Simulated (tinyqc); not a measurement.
Hueckel theory of the pi electrons with the omega technique, for the molecule C=C1C=C1 (SMILES; centres numbered as the heavy atoms are written), step by step. Computed by tinyqc, a small Python program that keeps every step. Settings: charge = 0, omega = 0.6, damping = 0.7. Command: `OMP_NUM_THREADS=1 python tinyqc.py 20748 20749 out.jsonl` (the two numbers bound the seeds that draw the settings). One thread of a shared host (Intel(R) Xeon(R) Processor @ 2.60GHz), about 0.01 s of CPU time with the checks.

## The Hueckel matrix

Centres:
```
centre,"z_r, pi electrons of the neutral centre",h
1C,1,0.000000
2C,1,0.000000
3C,1,0.000000
4C,1,0.000000
```

Bonds:
```
i,j,k
1,2,1
2,3,1
3,4,1
4,2,1
```

H_rr = alpha + h_r beta, H_rs = k_rs beta for bonded centres.

Hueckel matrix in units of beta (H = alpha + beta A), lower triangle:
```
,1C,2C,3C,4C
1C,0.000000
2C,1.000000,0.000000
3C,0.000000,1.000000,0.000000
4C,0.000000,1.000000,1.000000,0.000000
```

## Orbitals, round 1

pi electrons, sum of z_r less the charge = 4

Diagonalise; E = alpha + x beta with beta < 0, so the largest x are filled first; degenerate levels share their electrons. P = sum n_i c_ri c_si; each orbital has its largest coefficient positive (the first on a tie).

x values: 2.170086  0.311108  -1.000000  -1.481194

occupations: 2.000000  2.000000  0.000000  0.000000

coefficients:
```
,MO1,MO2,MO3,MO4
1C,0.281845,0.815225,0.000000,-0.505937
2C,0.611628,0.253623,0.000000,0.749390
3C,0.522721,-0.368160,0.707107,-0.302028
4C,0.522721,-0.368160,-0.707107,-0.302028
```

charge and bond-order matrix P, lower triangle:
```
,1C,2C,3C,4C
1C,1.488056
2C,0.758288,0.876828
3C,-0.305614,0.452674,0.817558
4C,-0.305614,0.452674,0.817558,0.817558
```

## Omega technique, round 1

h_r = h_r(0) + omega q_r, omega = 0.6, with q_r = z_r - P_rr; 0.7 of the old diagonal is kept.

matrix after round 1, lower triangle:
```
,1C,2C,3C,4C
1C,-0.087850
2C,1.000000,0.022171
3C,0.000000,1.000000,0.032840
4C,0.000000,1.000000,1.000000,0.032840
```

## Orbitals, round 2

As before.

x values: 2.189833  0.263917  -0.967160  -1.486589

occupations: 2.000000  2.000000  0.000000  0.000000

coefficients:
```
,MO1,MO2,MO3,MO4
1C,0.267847,0.805217,0.000000,-0.529040
2C,0.610071,0.283249,0.000000,0.739988
3C,0.527291,-0.368371,0.707107,-0.293713
4C,0.527291,-0.368371,-0.707107,-0.293713
```

charge and bond-order matrix P, lower triangle:
```
,1C,2C,3C,4C
1C,1.440234
2C,0.782966,0.904834
3C,-0.310771,0.434688,0.827466
4C,-0.310771,0.434688,0.827466,0.827466
```

## Omega technique, round 2

As before.

matrix after round 2, lower triangle:
```
,1C,2C,3C,4C
1C,-0.140737
2C,1.000000,0.032650
3C,0.000000,1.000000,0.054044
4C,0.000000,1.000000,1.000000,0.054044
```

## Convergence

Each round sets h_r = h_r(0) + omega (z_r - P_rr), keeping the share named as damping of the old diagonal; repeat until output and input diagonals agree to 1e-6.

Rounds:
```
round,sum n x,largest |h(out) - h(in)|
1,4.962389,2.93e-01
2,4.907499,1.76e-01
3,4.876916,1.05e-01
4,4.859430,6.29e-02
5,4.849207,3.76e-02
6,4.843124,2.26e-02
7,4.839455,1.36e-02
8,4.837217,8.25e-03
9,4.835840,5.04e-03
10,4.834985,3.10e-03
11,4.834451,1.92e-03
12,4.834115,1.20e-03
13,4.833902,7.50e-04
14,4.833766,4.74e-04
15,4.833679,3.01e-04
16,4.833622,2.05e-04
17,4.833586,1.41e-04
18,4.833562,9.65e-05
19,4.833547,6.58e-05
20,4.833537,4.47e-05
21,4.833530,3.02e-05
22,4.833526,2.04e-05
23,4.833523,1.38e-05
24,4.833521,9.29e-06
25,4.833520,6.25e-06
26,4.833519,4.20e-06
27,4.833519,2.82e-06
28,4.833518,1.89e-06
29,4.833518,1.27e-06
30,4.833518,8.50e-07
```

Converged in 30 rounds.

## Energy, charges, bond orders

final x values: 2.219318  0.197440  -0.906612  -1.510147

occupations: 2.000000  2.000000  0.000000  0.000000

final P, lower triangle:
```
,1C,2C,3C,4C
1C,1.366337
2C,0.817643,0.944958
3C,-0.314051,0.405234,0.844352
4C,-0.314051,0.405234,0.844352,0.844352
```

E = sum n x; q_r = z_r - P_rr; bond order p = P_rs; free valence = sqrt(3) - sum of p over the bonds of the atom.

pi energy = 4 alpha + this times beta = 4.833518

pi charges: 1C -0.366337, 2C 0.055042, 3C 0.155648, 4C 0.155648

Bond orders and lengths from R = 1.517 - 0.180 p (angstrom, C-C alone):
```
bond,p,R
1-2,0.817643,1.369824
2-3,0.405234,1.444058
3-4,0.844352,1.365017
4-2,0.405234,1.444058
```

free valence of the carbons: 1C 0.914408, 2C 0.103939, 3C 0.482464, 4C 0.482464

gap between the highest filled and the next level = 1.104053 |beta|
